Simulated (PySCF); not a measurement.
Reproducing measurements on 3,3-dimethyl-1-butyne

**Measured values to compare with.**

NIST CCCBDB Release 22 (SRD 101), experimental dipoles lists, for the gas: dipole moment 0.661 ± 0.004 D.

The results are set against them at the end.

Compound: 3,3-dimethyl-1-butyne, C6H10.
Numbering: `[CH:1]#[C:2][C:3]([CH3:4])([CH3:5])[CH3:6]` (hydrogens: H7 on C1; H8, H9, H10 on C4; H11, H12, H13 on C5; H14, H15, H16 on C6)

Structure used (GFN2-xTB), in Å, numbered top down from 1:
```
atom  x, y, z in Å
C1     0.4306    2.3624    1.0143
C2     0.2320    1.2783    0.5485
C3    -0.0087   -0.0422   -0.0190
C4    -1.3267   -0.5907    0.5401
C5    -0.0962    0.0823   -1.5445
C6     1.1517   -0.9669    0.3677
H7     0.6049    3.3130    1.4225
H8    -1.2773   -0.6682    1.6242
H9    -1.5252   -1.5784    0.1287
H10   -2.1533    0.0674    0.2807
H11   -0.2764   -0.8941   -1.9900
H12    0.8313    0.4834   -1.9479
H13   -0.9087    0.7488   -1.8262
H14    1.2290   -1.0481    1.4502
H15    2.0931   -0.5772   -0.0149
H16    0.9921   -1.9608   -0.0460
```

The PySCF runs (gas phase, on this GFN2-xTB geometry; no spin–orbit coupling):

| level | job | basis functions |
| --- | --- | --- |
| PBE0/pcSseg-1 | shieldings, charges and field gradients | 152 |
| CAM-B3LYP/def2-SVPD | 8 singlets by full TDDFT, 3 Tamm–Dancoff triplets, polarisability | 200 |
| B3LYP/pcJ-1 | spin–spin couplings from 16 perturbed nuclei, spin–dipole term left out | 262 |

Results beside the measurements:

**Dipole moment.** Measured: 0.661 D (NIST CCCBDB Release 22 (SRD 101), experimental dipoles).

```csv
level,computed (D),computed − measured (D),% (from the printed values)
PBE0/pcSseg-1,0.710,+0.049,+7
CAM-B3LYP/def2-SVPD,0.695,+0.034,+5
B3LYP/pcJ-1,0.678,+0.017,+3
```

Closest is B3LYP/pcJ-1 (+0.017 D), furthest PBE0/pcSseg-1 (+0.049 D); one molecule doesn't rank methods. All 3 levels lie above the measurement. The computed dipoles belong to one fixed geometry; measured ones are averaged over vibrations unless marked μe. Magnitudes are compared, not signs.

No measured geometry was used, and the causes of the misses weren't examined.
